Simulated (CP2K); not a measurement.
# HNO (nitroxyl) at Pade/SZV-MOLOPT-SR-GTH (core potential)

What is the energy change on altering one bond length of HNO (nitroxyl) at Pade/SZV-MOLOPT-SR-GTH (core potential)? 

The calculation is run with CP2K 2026.2.

## (1) Starting point

HNO: 3 atoms, total charge 0, spin state singlet. As SMILES, `N=O`. Geometry: relaxed at PBE0-D4/def2-TZVP.

Bond lengths: N1–O2 1.190 Å, N1–H3 1.063 Å. Angles: O2–N1–H3 108.9°.

## (2) A single-point energy at Pade/SZV-MOLOPT-SR-GTH (core potential)

calc.inp

```
&FORCE_EVAL
    METHOD Quickstep
    &DFT
        BASIS_SET_FILE_NAME BASIS_MOLOPT
        POTENTIAL_FILE_NAME GTH_POTENTIALS
        &QS
            METHOD GPW
            EPS_DEFAULT 1.0E-10
        &END QS
        &MGRID
            CUTOFF 400
            REL_CUTOFF 50
            NGRIDS 4
        &END MGRID
        &POISSON
            PERIODIC NONE
            POISSON_SOLVER WAVELET
        &END POISSON
        &SCF
            SCF_GUESS ATOMIC
            EPS_SCF 1.0E-06
            MAX_SCF 80
            ADDED_MOS 3
            &DIAGONALIZATION
                ALGORITHM STANDARD
            &END DIAGONALIZATION
            &MIXING
                METHOD BROYDEN_MIXING
                ALPHA 0.4
                NBUFFER 8
            &END MIXING
        &END SCF
        &XC
            &XC_FUNCTIONAL PADE
            &END XC_FUNCTIONAL
        &END XC
        &PRINT
            &MOMENTS
                PERIODIC F
                REFERENCE COM
                MAX_MOMENT 1
            &END MOMENTS
            &MO ON
                ENERGIES T
                OCCUPATION_NUMBERS T
                NDIGITS 6
                &EACH
                    QS_SCF 0
                &END EACH
                ADD_LAST NUMERIC
            &END MO
            &HIRSHFELD OFF
            &END HIRSHFELD
        &END PRINT
    &END DFT
    &SUBSYS
        &CELL
            ABC 11.2 11.2 11.2
            PERIODIC NONE
        &END CELL
        &COORD
            N     -0.283700     0.312790    -0.117160
            O      0.755300     0.397200     0.456500
            H     -0.471600    -0.709980    -0.339350
        &END COORD
        &TOPOLOGY
            &CENTER_COORDINATES
            &END CENTER_COORDINATES
        &END TOPOLOGY
        &KIND N
            BASIS_SET SZV-MOLOPT-SR-GTH-q5
            POTENTIAL GTH-PADE-q5
        &END KIND
        &KIND O
            BASIS_SET SZV-MOLOPT-SR-GTH-q6
            POTENTIAL GTH-PADE-q6
        &END KIND
        &KIND H
            BASIS_SET SZV-MOLOPT-SR-GTH-q1
            POTENTIAL GTH-PADE-q1
        &END KIND
    &END SUBSYS
&END FORCE_EVAL

&GLOBAL
    PROJECT calc
    RUN_TYPE ENERGY
    PRINT_LEVEL MEDIUM
&END GLOBAL
```

The run is started by

```bash
$ OMP_NUM_THREADS=1 cp2k.psmp calc.inp > calc.out
```

What it wrote:

```text
CP2K| version string:                                       CP2K version 2026.2
[...]
 GLOBAL| Method name                                                        CP2K
[...]
 GLOBAL| Run type                                                         ENERGY
[...]
 DFT| Spin restricted Kohn-Sham (RKS) calculation                            RKS
 DFT| Multiplicity                                                             1
[...]
 DFT| Charge                                                                   0
[...]
 FUNCTIONAL| PADE:
 QS| Method:                                                                 GPW
[...]
 QS| Density cutoff [a.u.]:                                                200.0
[...]
 QS| Relative density cutoff [a.u.]:                                        25.0
[...]
                             - Atoms:                                          3
[...]
                             - Spherical basis functions:                      9
[...]
 Number of electrons:                                                         12
[...]
     1 NoMix/Diag. 0.40E+00    1.3     0.74195331       -26.2773522398 -2.63E+01
[...]
    17 Broy./Diag. 0.40E+00    1.2     0.00000017       -26.2405402573  1.74E-06
  *** SCF run converged in    17 steps ***
[...]
  Overlap energy of the core charge distribution:               0.00000007403929
  Self energy of the core charge distribution:                -66.80995574173147
  Core Hamiltonian energy:                                     19.21305754851751
  Hartree energy:                                              27.48398158652656
  Exchange-correlation energy:                                 -6.12762372467667
  Total energy:                                               -26.24054025732478
[...]
                     Mulliken Population Analysis
 #  Atom  Element  Kind  Atomic population                           Net charge
       1     N        1          5.062729                             -0.062729
       2     O        2          6.224461                             -0.224461
       3     H        3          0.712811                              0.287189
 # Total charge                             12.000000                  0.000000
[...]
  Dipole moment [Debye]
    X= -0.8851862E+00 Y= -0.1941411E+01 Z= -0.7084348E+00  Total=      2.2482241
 ENERGY| Total FORCE_EVAL ( QS ) energy [hartree]            -26.240540257324781
[...]
```

It took 22 s on 1 thread of Arm Neoverse V2, shared host; peak memory 1.6 GiB.

## (3) The distorted shape, same level

mol.inp

```
&global
  project_name mol
  run_type ENERGY
  print_level MEDIUM
&end global

&force_eval
  method QS
  &dft
    basis_set_file_name BASIS_MOLOPT
    potential_file_name GTH_POTENTIALS
    &qs
      method GPW
      eps_default 1.0E-10
    &end qs
    # real-space grids
    &mgrid
      cutoff 400
      rel_cutoff 50
      ngrids 4
    &end mgrid
    # no periodic images
    &poisson
      periodic NONE
      poisson_solver WAVELET
    &end poisson
    # self-consistent field
    &scf
      scf_guess ATOMIC
      eps_scf 1.0E-06
      max_scf 150
      added_mos 5
      &diagonalization
        algorithm STANDARD
      &end diagonalization
      &mixing
        method BROYDEN_MIXING
        alpha 0.3
        nbuffer 4
      &end mixing
    &end scf
    &xc
      &xc_functional PADE
      &end xc_functional
    &end xc
    # extra output
    &print
      &moments
        periodic F
        reference COM
        max_moment 1
      &end moments
      &mo ON
        energies T
        occupation_numbers T
        ndigits 6
        &each
          qs_scf 0
        &end each
        add_last NUMERIC
      &end mo
      &hirshfeld OFF
      &end hirshfeld
    &end print
  &end dft
  # structure
  &subsys
    # vacuum box
    &cell
      abc 11.4 11.4 11.4
      periodic NONE
    &end cell
    &coord
      N      5.302638     6.322611     5.557597
      O      6.341638     6.407021     6.131257
      H      5.058362     4.992979     5.268743
    &end coord
    &kind N
      basis_set SZV-MOLOPT-SR-GTH-q5
      potential GTH-PADE-q5
    &end kind
    &kind O
      basis_set SZV-MOLOPT-SR-GTH-q6
      potential GTH-PADE-q6
    &end kind
    &kind H
      basis_set SZV-MOLOPT-SR-GTH-q1
      potential GTH-PADE-q1
    &end kind
  &end subsys
&end force_eval
```

The run is started by

```bash
$ OMP_NUM_THREADS=1 cp2k.psmp -i mol.inp > mol.out 2>&1
```

What it wrote:

```text
CP2K| version string:                                       CP2K version 2026.2
[...]
 GLOBAL| Method name                                                        CP2K
[...]
 GLOBAL| Run type                                                         ENERGY
[...]
 *** WARNING in qs_environment.F:2210 :: More added MOs requested than     ***
 *** available. The full set of unoccupied MOs will be used. Use           ***
 *** 'ADDED_MOS -1' to always use all available MOs and to get rid of this ***
[...]
 DFT| Spin restricted Kohn-Sham (RKS) calculation                            RKS
 DFT| Multiplicity                                                             1
[...]
 DFT| Charge                                                                   0
[...]
 FUNCTIONAL| PADE:
 QS| Method:                                                                 GPW
[...]
 QS| Density cutoff [a.u.]:                                                200.0
[...]
 QS| Relative density cutoff [a.u.]:                                        25.0
[...]
                             - Atoms:                                          3
[...]
                             - Spherical basis functions:                      9
[...]
 Number of electrons:                                                         12
[...]
     1 NoMix/Diag. 0.30E+00    1.5     0.69449630       -26.1972708934 -2.62E+01
[...]
    25 Broy./Diag. 0.30E+00    1.3     0.00000030       -26.2186906926 -8.72E-07
  *** SCF run converged in    25 steps ***
[...]
  Overlap energy of the core charge distribution:               0.00000004676417
  Self energy of the core charge distribution:                -66.80995574173147
  Core Hamiltonian energy:                                     19.02332281943651
  Hartree energy:                                              27.62317691167643
  Exchange-correlation energy:                                 -6.05523472879287
  Total energy:                                               -26.21869069264722
[...]
                     Mulliken Population Analysis
 #  Atom  Element  Kind  Atomic population                           Net charge
       1     N        1          5.001617                             -0.001617
       2     O        2          6.218006                             -0.218006
       3     H        3          0.780377                              0.219623
 # Total charge                             12.000000                 -0.000000
[...]
  Dipole moment [Debye]
    X= -0.8308433E+00 Y= -0.1750941E+01 Z= -0.6565894E+00  Total=      2.0462663
 ENERGY| Total FORCE_EVAL ( QS ) energy [hartree]            -26.218690692647218
[...]
```

Run time: 35 s. Hardware: 1 thread of Arm Neoverse V2, shared host; peak memory 1.5 GiB.

## (4) Outcome

Level: Pade/SZV-MOLOPT-SR-GTH (core potential).

| quantity | value |
| --- | --- |
| first shape: total energy | -26.24054 Eh |
| first shape: dipole moment | 2.25 D |
| first shape: HOMO energy | -5.03 eV |
| first shape: LUMO energy | -4.51 eV |
| first shape: HOMO–LUMO gap | 0.52 eV |
| distorted shape: total energy | -26.21869 Eh |
| distorted shape: dipole moment | 2.05 D |
| distorted shape: HOMO energy | -5.13 eV |
| distorted shape: LUMO energy | -4.37 eV |
| distorted shape: HOMO–LUMO gap | 0.76 eV |
| energy change with the N1–H3 bond stretched from 1.063 to 1.382 Å | 0.595 eV |

With the N1–H3 bond stretched from 1.063 to 1.382 Å the energy rises by 0.59 eV (57.4 kJ/mol). The first shape isn't relaxed at this level, so the change isn't measured from a minimum. The minimal basis adds a large error of its own.
